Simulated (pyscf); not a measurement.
Thermochemistry of product channels of F–Ga (SMILES [F][Ga]) [singlet] + HCl (SMILES Cl) on the singlet surface, in kJ/mol, from CCSD(T)/def2-TZVPP + ΔMP2(QZVPP) energies (ideal gas, 1 atm, RRHO with modes under 100 cm⁻¹ raised to 100, one conformer, R ln 2 for chiral ones without a mode under 150 cm⁻¹). Optimised with ωB97X-D3(BJ)/def2-SVP in PySCF. Correlated levels are frozen-core, on RHF or UHF. ΔMP2 is the change of the MP2 total energy from the triple- to the quadruple-zeta basis.

```json
[
 {"products": "GaH (SMILES [GaH]) [singlet] + F–Cl (SMILES FCl)", "ΔE": "___", "ΔH(298 K)": "+485.8", "ΔG(600 K)": "+483.9", "ΔG(1200 K)": "+481.3"},
 {"products": "F–GaH–Cl (SMILES [F][GaH][Cl])", "ΔE": "-98.1", "ΔH(298 K)": "-97.3", "ΔG(600 K)": "-25.2", "ΔG(1200 K)": "___"}
]
```

Question: What belongs in the gaps?

Answer: 
- GaH (SMILES [GaH]) [singlet] + F–Cl (SMILES FCl), ΔE: +493.4
- F–GaH–Cl (SMILES [F][GaH][Cl]), ΔG(1200 K): +44.3

The channel to F–GaH–Cl turns unfavourable between 298 and 1200 K (ΔG from -61.4 kJ/mol to +44.3 kJ/mol).

These are energies of the channels, which say nothing of barriers. The CCSD(T) − MP2 part came from Ansatz, without density fitting, on the same reference. The frozen core leaves the outer d or s,p core shells of the metals and heavy elements correlated in the MP2 and CC values, and def2-TZVPP describes them poorly, which can shift differences by a few kcal/mol. Elements up to Kr have no core potential and no relativistic terms here.
